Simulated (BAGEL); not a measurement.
# BNH4S (SMILES NBS) at 6 levels

We compute a comparison of 6 runs (HF/STO-3G, HF/6-31G, HF/def2-SV(P), HF/def2-SVP, HF/cc-pVTZ, CIS/6-31G*) of BNH4S. 

The results are computed with BAGEL 1.2.2.

3 further runs of the same task are left out: 2 that didn't finish, 1 set aside as unsound or not needed.

## 1. The structure to begin with

BNH4S has 7 atoms, charge 0, and is taken as a singlet. SMILES: `NBS`. The shape is that of a PBE0-D4/def2-TZVP optimisation. This is one conformer, not always the lowest.

Bond lengths: N1–B2 1.391 Å, B2–S3 1.816 Å, N1–H4 1.006 Å, N1–H5 1.004 Å, B2–H6 1.194 Å, S3–H7 1.339 Å. Angles: N1–B2–S3 120.0°, N1–B2–H6 119.9°, S3–B2–H6 120.1°, B2–N1–H4 124.2°, B2–N1–H5 121.9°, B2–S3–H7 96.3°, H4–N1–H5 113.8°.

## 2. The energy at HF/STO-3G (run 1)

Input file input.json:

```json
{ "bagel": [

{
  "title": "molecule",
  "basis": "sto-3g",
  "df_basis": "qzvpp-jkfit",
  "angstrom": true,
  "geometry": [
    { "atom": "N", "xyz": [      -0.919200,       0.393200,      -0.612100 ] },
    { "atom": "B", "xyz": [       0.157000,       0.144300,       0.234100 ] },
    { "atom": "S", "xyz": [       1.088800,      -1.407600,       0.086000 ] },
    { "atom": "H", "xyz": [      -1.235600,      -0.240300,      -1.326500 ] },
    { "atom": "H", "xyz": [      -1.454400,       1.241200,      -0.555600 ] },
    { "atom": "H", "xyz": [       0.466100,       0.952200,       1.056600 ] },
    { "atom": "H", "xyz": [       1.958600,      -1.151000,       1.071800 ] }
  ]
},

{
  "title": "hf",
  "df": false
},

{
  "title": "print",
  "file": "orbitals.molden",
  "orbitals": true
}

]}
```

Command:

```
$ BAGEL_NUM_THREADS=1 BAGEL input.json > input.out
```

Log:

```text
* using 1 threads per process

  ===============================================================
  ===============================================================

  *** Geometry ***

  { "atom" : "N", "xyz" : [     -1.737036,      0.743040,     -1.156701 ] },
  { "atom" : "B", "xyz" : [      0.296687,      0.272687,      0.442385 ] },
  { "atom" : "S", "xyz" : [      2.057534,     -2.659978,      0.162516 ] },
  { "atom" : "H", "xyz" : [     -2.334946,     -0.454101,     -2.506722 ] },
  { "atom" : "H", "xyz" : [     -2.748418,      2.345528,     -1.049932 ] },
  { "atom" : "H", "xyz" : [      0.880801,      1.799397,      1.996685 ] },
  { "atom" : "H", "xyz" : [      3.701218,     -2.175075,      2.025408 ] },

  Number of auxiliary basis functions:      352

  Since a DF basis is specified, we compute 2- and 3-index integrals:
    o Being stored without compression. Storage requirement is 0.001 GB

  Number of basis functions:       23
  Number of electrons      :       32

    * METHOD: MOLECULE                             0.09

  *** RHF ***

  === Nuclear Repulsion ===
    89.5800082865

      * DIIS with orbital gradients will be used.

  === RHF iteration (sto-3g) ===
      0       -473.56077957          0.02358637           0.02
      1       -473.67262764          0.00519336           0.02
      2       -473.67893577          0.00153690           0.02
      3       -473.67939701          0.00021516           0.02
      4       -473.67941153          0.00004372           0.02
      5       -473.67941232          0.00001008           0.02
      6       -473.67941236          0.00000270           0.02
      7       -473.67941237          0.00000070           0.02
      8       -473.67941237          0.00000016           0.02
      9       -473.67941237          0.00000004           0.02
     10       -473.67941237          0.00000001           0.02
     11       -473.67941237          0.00000000           0.01
    * SCF iteration converged.

    * Permanent dipole moment:
           (    0.396785,    -0.343689,     0.145803) a.u.

    * METHOD: HF                                   0.26

    * METHOD: PRINT                                0.00

  ===============================================================
```

Wall time 0.64 s (1 thread of Intel Xeon 6975P-C (Granite Rapids), shared host); peak memory 0.078 GiB.

## 3. The energy at HF/6-31G (DC, density fitting with svp-jkfit) (run 2)

Edit input.json of step 2 so:

```diff
@@ -4,5 +4,6 @@
   "title": "molecule",
-  "basis": "sto-3g",
-  "df_basis": "qzvpp-jkfit",
+  "basis": "6-31g",
+  "df_basis": "svp-jkfit",
   "angstrom": true,
+  "finite_nucleus": true,
   "geometry": [
@@ -19,4 +20,3 @@
 {
-  "title": "hf",
-  "df": false
+  "title": "hf"
 },
@@ -24,5 +24,5 @@
 {
-  "title": "print",
-  "file": "orbitals.molden",
-  "orbitals": true
+  "title": "dhf",
+  "gaunt": false,
+  "breit": false
 }
```

Command:

```
$ BAGEL_NUM_THREADS=1 BAGEL input.json > input.out
```

Log:

```text
* using 1 threads per process

  ===============================================================
  ===============================================================

  *** Geometry ***

  { "atom" : "N", "xyz" : [     -1.737036,      0.743040,     -1.156701 ] },
  { "atom" : "B", "xyz" : [      0.296687,      0.272687,      0.442385 ] },
  { "atom" : "S", "xyz" : [      2.057534,     -2.659978,      0.162516 ] },
  { "atom" : "H", "xyz" : [     -2.334946,     -0.454101,     -2.506722 ] },
  { "atom" : "H", "xyz" : [     -2.748418,      2.345528,     -1.049932 ] },
  { "atom" : "H", "xyz" : [      0.880801,      1.799397,      1.996685 ] },
  { "atom" : "H", "xyz" : [      3.701218,     -2.175075,      2.025408 ] },

  Number of auxiliary basis functions:      352

  Since a DF basis is specified, we compute 2- and 3-index integrals:
    o Being stored without compression. Storage requirement is 0.004 GB

  Number of basis functions:       39
  Number of electrons      :       32

    * METHOD: MOLECULE                             0.07

  *** RHF ***

  === Nuclear Repulsion ===
    89.5800082865

      * DIIS with orbital gradients will be used.

  === RHF iteration (6-31g) ===
      0       -478.87761429          0.02578012           0.01
      1       -478.95702122          0.01309956           0.01
      2       -478.97723591          0.00187678           0.01
      3       -478.97801785          0.00029096           0.01
      4       -478.97804885          0.00008107           0.01
      5       -478.97805220          0.00002151           0.01
      6       -478.97805243          0.00000579           0.01
      7       -478.97805245          0.00000171           0.01
      8       -478.97805245          0.00000035           0.01
      9       -478.97805245          0.00000010           0.01
     10       -478.97805245          0.00000005           0.01
     11       -478.97805245          0.00000001           0.01
     12       -478.97805245          0.00000000           0.01
    * SCF iteration converged.

    * Permanent dipole moment:
           (    0.514165,    -0.714852,     0.011323) a.u.

    * METHOD: HF                                   0.16

  *** Geometry (Relativistic) ***

  *** Dirac HF ***

  === Nuclear Repulsion ===
    89.5800082865

      * DIIS with orbital gradients will be used.

  === Dirac RHF iteration (6-31g, RKB) ===
imaginary part of energy is nonzero!! Perhaps Fock is not Hermite for some reasons -1.46789029e-12
      0       -480.11478061          0.00042785           0.84
imaginary part of energy is nonzero!! Perhaps Fock is not Hermite for some reasons 6.62191905e-12
      1       -480.11477063          0.00000902           0.83
imaginary part of energy is nonzero!! Perhaps Fock is not Hermite for some reasons -3.382562676e-12
      2       -480.11477181          0.00000361           0.85
imaginary part of energy is nonzero!! Perhaps Fock is not Hermite for some reasons -1.084119529e-12
      3       -480.11477201          0.00000154           0.84
imaginary part of energy is nonzero!! Perhaps Fock is not Hermite for some reasons -2.935858438e-12
      4       -480.11477207          0.00000030           0.86
imaginary part of energy is nonzero!! Perhaps Fock is not Hermite for some reasons -2.594360599e-12
      5       -480.11477207          0.00000013           0.86
imaginary part of energy is nonzero!! Perhaps Fock is not Hermite for some reasons -4.064829365e-12
      6       -480.11477207          0.00000003           0.84
      7       -480.11477207          0.00000001           0.84
    * SCF iteration converged.

    * Permanent dipole moment: Dirac Hartree-Fock
           (    0.514832,    -0.711485,     0.014169) a.u.

    * METHOD: DHF                                  8.03

  ===============================================================
```

Run time: 8.7 s. Hardware: 1 thread of Intel Xeon 6975P-C (Granite Rapids), shared host; peak memory 0.23 GiB.

## 4. The energy at HF/def2-SV(P) (DC, density fitting with qzvpp-jkfit) (run 3)

Edit input.json of step 3 so:

```diff
@@ -4,4 +4,4 @@
   "title": "molecule",
-  "basis": "6-31g",
-  "df_basis": "svp-jkfit",
+  "basis": "def2-sv_p_.json",
+  "df_basis": "qzvpp-jkfit",
   "angstrom": true,
@@ -26,3 +26,5 @@
   "gaunt": false,
-  "breit": false
+  "breit": false,
+  "thresh": 1.0e-11,
+  "maxiter": 30
 }
```

The basis set def2-SV(P) is read from a file made from the Basis Set Exchange's data (not shown).

Command:

```
$ BAGEL_NUM_THREADS=1 BAGEL input.json > input.out
```

Log:

```text
* using 1 threads per process

  ===============================================================
  ===============================================================

  *** Geometry ***

  { "atom" : "N", "xyz" : [     -1.737036,      0.743040,     -1.156701 ] },
  { "atom" : "B", "xyz" : [      0.296687,      0.272687,      0.442385 ] },
  { "atom" : "S", "xyz" : [      2.057534,     -2.659978,      0.162516 ] },
  { "atom" : "H", "xyz" : [     -2.334946,     -0.454101,     -2.506722 ] },
  { "atom" : "H", "xyz" : [     -2.748418,      2.345528,     -1.049932 ] },
  { "atom" : "H", "xyz" : [      0.880801,      1.799397,      1.996685 ] },
  { "atom" : "H", "xyz" : [      3.701218,     -2.175075,      2.025408 ] },

  Number of auxiliary basis functions:      352

  Since a DF basis is specified, we compute 2- and 3-index integrals:
    o Being stored without compression. Storage requirement is 0.008 GB

  Number of basis functions:       54
  Number of electrons      :       32

    * METHOD: MOLECULE                             0.07

  *** RHF ***

[... 13 lines left out ...]
    * Permanent dipole moment:
[... 16 lines left out ...]
imaginary part of energy is nonzero!! Perhaps Fock is not Hermite for some reasons 1.033093939e-12
[... 5 lines left out ...]
imaginary part of energy is nonzero!! Perhaps Fock is not Hermite for some reasons -1.054195509e-12
[... 3 lines left out ...]
imaginary part of energy is nonzero!! Perhaps Fock is not Hermite for some reasons -1.081337277e-12
[... 4 lines left out ...]
imaginary part of energy is nonzero!! Perhaps Fock is not Hermite for some reasons -1.919255838e-12
[... 5 lines left out ...]
imaginary part of energy is nonzero!! Perhaps Fock is not Hermite for some reasons -3.101923598e-12
[... 3 lines left out ...]
    * SCF iteration converged.
[... 1 line left out ...]
    * Permanent dipole moment: Dirac Hartree-Fock
           (    0.483074,    -0.506310,     0.119618) a.u.

    * METHOD: DHF                                 22.20

  ===============================================================
```

Wall time 23 s (1 thread of Intel Xeon 6975P-C (Granite Rapids), shared host); peak memory 0.31 GiB.

Runs 4 to 5 aren't shown in full; the table further down has their settings and results.

## 5. The excited states at CIS/6-31G(d) (density fitting with AutoAux, Cartesian functions) (run 6)

Input file cis.json:

```json
{ "bagel" : [

{
  "title" : "molecule",
  "basis" : "6-31gs.json",
  "df_basis" : "6-31gs-autoaux.json",
  "angstrom" : false,
  "cartesian" : true,
  "geometry" : [
    { "atom" : "N", "xyz" : [ -1.73703625,  0.74304031, -1.15670136 ] },
    { "atom" : "B", "xyz" : [  0.29668700,  0.27268748,  0.44238489 ] },
    { "atom" : "S", "xyz" : [  2.05753380, -2.65997849,  0.16251645 ] },
    { "atom" : "H", "xyz" : [ -2.33494560, -0.45410119, -2.50672170 ] },
    { "atom" : "H", "xyz" : [ -2.74841768,  2.34552807, -1.04993183 ] },
    { "atom" : "H", "xyz" : [  0.88080135,  1.79939722,  1.99668462 ] },
    { "atom" : "H", "xyz" : [  3.70121759, -2.17507477,  2.02540846 ] }
  ]
},
{ "title" : "hf" },
{ "title" : "cis", "nstate" : 5 }

]}
```

The basis set 6-31G* is read from a file made from the Basis Set Exchange's data (not shown).

Command:

```
$ BAGEL_NUM_THREADS=1 BAGEL cis.json > cis.out
```

Log:

```text
* using 1 threads per process

  ===============================================================
  ===============================================================

  Cartesian basis functions are used
  *** Geometry ***

  { "atom" : "N", "xyz" : [     -1.737036,      0.743040,     -1.156701 ] },
  { "atom" : "B", "xyz" : [      0.296687,      0.272687,      0.442385 ] },
  { "atom" : "S", "xyz" : [      2.057534,     -2.659978,      0.162516 ] },
  { "atom" : "H", "xyz" : [     -2.334946,     -0.454101,     -2.506722 ] },
  { "atom" : "H", "xyz" : [     -2.748418,      2.345528,     -1.049932 ] },
  { "atom" : "H", "xyz" : [      0.880801,      1.799397,      1.996685 ] },
  { "atom" : "H", "xyz" : [      3.701218,     -2.175075,      2.025408 ] },

  Number of auxiliary basis functions:      466

  Since a DF basis is specified, we compute 2- and 3-index integrals:
    o Being stored without compression. Storage requirement is 0.012 GB

  Number of basis functions:       57
  Number of electrons      :       32

    * METHOD: MOLECULE                             0.10

  *** RHF ***

  === Nuclear Repulsion ===
    89.5800083851

      * DIIS with orbital gradients will be used.

  === RHF iteration (6-31gs.json) ===
      0       -438.40629306          0.12961164           0.02
      1       -420.65464986          0.20099435           0.02
      2       -466.19570356          0.12461663           0.02
      3       -476.37894069          0.08452030           0.02
      4       -477.72626086          0.05819380           0.02
      5       -478.81699663          0.02131941           0.02
[... 10 lines of this table left out ...]
     16       -479.03966679          0.00000003           0.02
     17       -479.03966679          0.00000001           0.02
    * SCF iteration converged.

    * Permanent dipole moment:
           (    0.504844,    -0.572647,     0.096328) a.u.

    * METHOD: HF                                   0.42

  === CIS iteration ===

        0     0     0.28080174     0.00333985      0.02
        0     1     0.33076508     0.00430037      0.00
        0     2     0.35158981     0.00345800      0.00
        0     3     0.38822529     0.00402123      0.00
        0     4     0.41713049     0.00314752      0.00

[... 57 lines of this table left out ...]
       10     3     0.34688496     0.00000076      0.00
       10     4     0.35590575     0.00000088      0.00

    * CIS converged

    * Permanent dipole moment: Transition 0 -> 0
           (    0.041089,     0.028801,    -0.043725) a.u.

    * Permanent dipole moment: Transition 0 -> 1
           (   -0.479957,     0.463033,    -0.145353) a.u.

    * Permanent dipole moment: Transition 0 -> 2
           (   -0.003549,    -0.002798,     0.004049) a.u.

    * Permanent dipole moment: Transition 0 -> 3
           (   -0.075622,    -0.052977,     0.080407) a.u.

    * Permanent dipole moment: Transition 0 -> 4
           (   -0.588117,     0.341538,    -0.327065) a.u.

    * METHOD: CIS                                  0.21

  ===============================================================
```

Wall time 1 s (1 thread of Intel Xeon 6975P-C (Granite Rapids), shared host); peak memory 0.14 GiB.

The roots found:

```tsv
excited state	energy (eV)	strength
1	7.101	0.0015
2	8.483	0.1937
3	8.949	0.0000
4	9.439	0.0069
5	9.685	0.2702
```

## 6. The series

```tsv
run	level	integral approximation	nucleus	energy (Eh)	dipole moment (D)	wall time
1	HF/STO-3G	none	point	-473.679412	1.38	0.64 s
2	HF/6-31G (DC, density fitting with svp-jkfit)	svp-jkfit	finite	-480.114772	2.23	8.7 s
3	HF/def2-SV(P) (DC, density fitting with qzvpp-jkfit)	qzvpp-jkfit	finite	-479.985937	1.80	23 s
4	HF/def2-SVP	none	point	-478.882237	1.80	2.3 s
5	HF/cc-pVTZ (density fitting with qzvpp-jkfit)	qzvpp-jkfit	point	-479.115872	1.75	1.4 s
6	CIS/6-31G* (density fitting with AutoAux, Cartesian functions)	AutoAux	point	-479.039667	–	1 s
```

## 7. Outcome

```
                                quantity          value
run 6: ground-state or mean-field energy  -479.03967 Eh
         run 6: lowest excitation energy        7.10 eV
```

What this shows: Over runs 1, 2, 3, 4, 5 the dipole moment (its size) runs from 1.38 D (HF/STO-3G) to 2.23 D (HF/6-31G). The two ends differ in method and basis and Hamiltonian. Over runs 1, 4, 5 the HOMO–LUMO gap runs from 13.55 eV (HF/cc-pVTZ) to 16.37 eV (HF/STO-3G). Some runs of one species differ in core potentials or relativity; totals across that change don't compare. In run 1 the basis is minimal, so the values are rough. All runs together took 37 s, the longest 23 s.
